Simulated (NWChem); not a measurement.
**Spin states of H$_{2}$P**

```xyz
3

P      0.0000     0.0000     0.1196
H      1.0289     0.0000    -0.8970
H     -1.0289     0.0000    -0.8970
```
Charge 0, spin multiplicity 2.

The numbers come from NWChem runs, not from measurements. The geometry was optimised at UPBE/def2-SVP, a minimum by its harmonic frequencies.

Basis set: def2-TZVP. The gap is E(quartet) − E(doublet) at the geometry of the doublet, so a negative value puts the higher spin lower. Open shells are unrestricted, coupled cluster uses restricted open-shell references. The quartet is the single determinant that the SCF runs reached, with unpaired electrons in orbitals of symmetry a1 and b1 and b2 (C2v labels); it need not be the lowest quartet, which in molecules with degenerate π orbitals can need several determinants.

| method | vertical doublet-quartet gap (kcal/mol) | relative cost | difference from CCSD(T) |
|---|---|---|---|
| B3LYP | 140.3 | 1 | +1.0 |
| PBE | 135.7 | under 3 | -3.7 |
| BLYP | 139.7 | under 3 | +0.3 |
| M06-2X | 140.7 | under 3 | +1.4 |
| HF | 124.4 | under 3 | -14.9 |
| B2PLYP | 140.9 | under 3 | +1.5 |
| MP2 | 138.8 | under 3 | -0.6 |
| CCSD(T) | 139.4 | 7 | 0.0 |

The values span 16.5 kcal/mol, from HF (lowest) to B2PLYP (highest). The cost column gives rough processor time relative to B3LYP; each entry includes its own SCF.

The correlated methods keep 5 core orbitals frozen. B3LYP has NWChem's definition, with VWN1-RPA local correlation. The structure started from a generated list of species. The unpaired electrons of the parent sit in orbitals of symmetry b2 (C2v labels of the run); other states weren't searched. The stability of the SCF solutions was not checked. Open-shell Hartree-Fock references start from PBE0 orbitals; any time given for them includes that run. Differences from the coupled-cluster row are differences between methods, not errors against experiment.
